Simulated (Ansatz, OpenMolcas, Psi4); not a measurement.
## How methods differ on C2HClF2 (SMILES FC(F)=CCl)

The species is C2HClF2 (6 atoms), meant as a singlet with charge 0. As SMILES, `FC(F)=CCl`. The coordinates come from a PBE0-D4/def2-TZVP relaxation.

Each level gives the vertical energy of the triplet above the singlet (eV). The values are calculated.

```csv
level,kind,program,value (eV),CPU time (all runs)
revPBE/6-31G* (spherical functions),GGA,OpenMolcas,4.61,54 s
PBE0/6-31G* (spherical functions),global hybrid,OpenMolcas,4.53,52 s
wB97X-V/6-31G* (spherical functions),range-separated hybrid,Psi4,4.70,5.3 min
wB97X/6-31G* (spherical functions),range-separated hybrid,Ansatz,4.63,65 s
PBE-QIDH/6-31G* (spherical functions),double hybrid,Ansatz,4.64,23 s
RPA@PBE0/6-31G* (spherical functions),RPA,Ansatz,4.75,26 s
MP2/6-31G* (spherical functions),perturbation theory,Ansatz,5.00,6 s
CCSD/6-31G* (spherical functions),coupled cluster or CI,Ansatz,4.74,51 s
```

The values span 4.53 to 5.00 eV. Times are those of the runs behind each value, whatever else they computed, on shared processors of several kinds: orders of magnitude only.
